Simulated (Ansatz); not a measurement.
A made-up structure of CH₄BNa, closed shell:

C1  (-0.742, 0.226, -0.196)
B2  (0.608, -0.375, 0.317)
Na3  (2.860, 0.729, 0.453)
H4  (-0.809, 1.310, -0.293)
H5  (-0.814, -0.189, -1.219)
H6  (4.561, 1.360, 1.220)
H7  (0.528, -1.550, 0.612)
(Å)

It is relaxed with PBE-D4/def2-SVP and then PBE0-D4/def2-TZVP (Ansatz 0.2.0). Atoms count as bonded within 1.22 times the sum of their covalent radii (H–H: 0.88 Å). The end point is not checked to be a true minimum.

(1) Does its bonding change? (A judgement: the text doesn't fix the answer.)

## Answers

(1) Computed: Yes. Formed: C1–Na3, B2–H6; broken: Na3–H6.

Where it ends: The first stage lowers the energy by 4.40 eV in 32 steps. It ends as CH₄BNa ([BH2]1[CH2][Na]1):
```csv
atom,x (Å),y (Å),z (Å)
C1,0.2127,0.5350,-0.1386
B2,1.0580,-0.2110,0.7959
Na3,2.4044,0.5816,-1.1748
H4,-0.0074,1.5986,-0.0244
H5,-0.4185,0.0525,-0.8873
H6,1.7075,0.3593,1.6503
H7,1.2355,-1.4060,0.6726
```

Labels in which every atom is bracketed show which atoms are joined, not bond orders.

For scale, one of the runs: PBE0-D4/def2-TZVP relaxation, 118 basis functions, launched by `ansatz run in.yaml --threads 2 --pin off --events-out ev --progress --plain --max-ram 4352MiB`. Hardware: 2 CPU threads of an Arm Neoverse V2, shared host. Wall time about 12 s.
